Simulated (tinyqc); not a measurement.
Worked calculation: extended Hueckel theory, for N2+. The parameters take no account of the charge, which enters only through the electron count. Computed by tinyqc, a small Python program that keeps every step (integrals from PySCF). Settings: charge = 1, K = 1.5, multiplicity = 2. Command: `OMP_NUM_THREADS=1 python tinyqc.py 22943 22944 out.jsonl` (the two numbers bound the seeds that draw the settings). One thread of a shared host (Intel(R) Xeon(R) Processor @ 2.60GHz), about 0.01 s of CPU time with the checks.

## Overlaps

Geometry (angstrom):

| atom | x | y | z |
|---|---|---|---|
| N | 0.000000 | 0.000000 | 0.000000 |
| N | 0.000000 | 0.000000 | 1.273000 |

Parameters chosen for this run:

| element | shell | Slater exponent | H_ii (eV) |
|---|---|---|---|
| N | 2s | 1.950000 | -26.000000 |
| N | 2p | 1.950000 | -13.400000 |

Slater orbitals, each expanded in six Gaussians scaled to its exponent.

overlap S, lower triangle:
```
            1N 2s    1N 2px    1N 2py     1N 2pz     2N 2s    2N 2px    2N 2py    2N 2pz
1N 2s    1.000000
1N 2px   0.000000  1.000000
1N 2py   0.000000  0.000000  1.000000
1N 2pz   0.000000  0.000000  0.000000   1.000000
2N 2s    0.346005  0.000000  0.000000   0.369423  1.000000
2N 2px   0.000000  0.196176  0.000000   0.000000  0.000000  1.000000
2N 2py   0.000000  0.000000  0.196176   0.000000  0.000000  0.000000  1.000000
2N 2pz  -0.369423  0.000000  0.000000  -0.329946  0.000000  0.000000  0.000000  1.000000
```

## Wolfsberg-Helmholz matrix

diagonal H_ii (eV): 1N 2s -26.000000, 1N 2px -13.400000, 1N 2py -13.400000, 1N 2pz -13.400000, 2N 2s -26.000000, 2N 2px -13.400000, 2N 2py -13.400000, 2N 2pz -13.400000

K = 1.500000

H_ij = K' S_ij (H_ii + H_jj)/2 for i != j (the diagonal keeps H_ii), with K' = 1.5.

H (eV), lower triangle:
```
             1N 2s      1N 2px      1N 2py      1N 2pz       2N 2s      2N 2px      2N 2py      2N 2pz
1N 2s   -26.000000
1N 2px    0.000000  -13.400000
1N 2py    0.000000    0.000000  -13.400000
1N 2pz    0.000000    0.000000    0.000000  -13.400000
2N 2s   -13.494214    0.000000    0.000000  -10.916450  -26.000000
2N 2px    0.000000   -3.943128    0.000000    0.000000    0.000000  -13.400000
2N 2py    0.000000    0.000000   -3.943128    0.000000    0.000000    0.000000  -13.400000
2N 2pz   10.916450    0.000000    0.000000    6.631905    0.000000    0.000000    0.000000  -13.400000
```

## Orbitals

valence electrons = 9

Solve H C = S C e through S^(-1/2); fill by pairs from the bottom, a degenerate level sharing its electrons equally; each orbital has its largest coefficient positive (the first on a tie).

orbital energies (eV): -29.342024  -21.126420  -14.498815  -14.498815  -13.849121  -11.764847  -11.764847  5.416531

occupations: 2.000000  2.000000  2.000000  2.000000  1.000000  0.000000  0.000000  0.000000

coefficients:
```
              MO1        MO2       MO3        MO4        MO5        MO6        MO7        MO8
1N 2s    0.608802   0.679127  0.000000   0.000000  -0.177443   0.000000   0.000000   0.805673
1N 2px   0.000000   0.000000  0.607548  -0.221099   0.000000   0.755763  -0.225497   0.000000
1N 2py   0.000000   0.000000  0.221099   0.607548   0.000000   0.225497   0.755763   0.000000
1N 2pz   0.002463  -0.286061  0.000000   0.000000   0.637947   0.000000   0.000000   1.000939
2N 2s    0.608802  -0.679127  0.000000   0.000000  -0.177443   0.000000   0.000000  -0.805673
2N 2px   0.000000   0.000000  0.607548  -0.221099   0.000000  -0.755763   0.225497   0.000000
2N 2py   0.000000   0.000000  0.221099   0.607548   0.000000  -0.225497  -0.755763   0.000000
2N 2pz  -0.002463  -0.286061  0.000000   0.000000  -0.637947   0.000000   0.000000   1.000939
```

sum of one-electron energies = -172.781269 eV

Within a degenerate level the vectors are fixed only up to a rotation; this is one choice.

## Mulliken analysis

P = C n C^T; charge = valence electrons (N 5) minus the sum of (P S)_ii on the atom; overlap population = 2 sum P_ij S_ij between two atoms.

charges: 1N 0.500000, 2N 0.500000

Overlap populations:

| pair | value |
|---|---|
| 2-1 | 1.124317 |
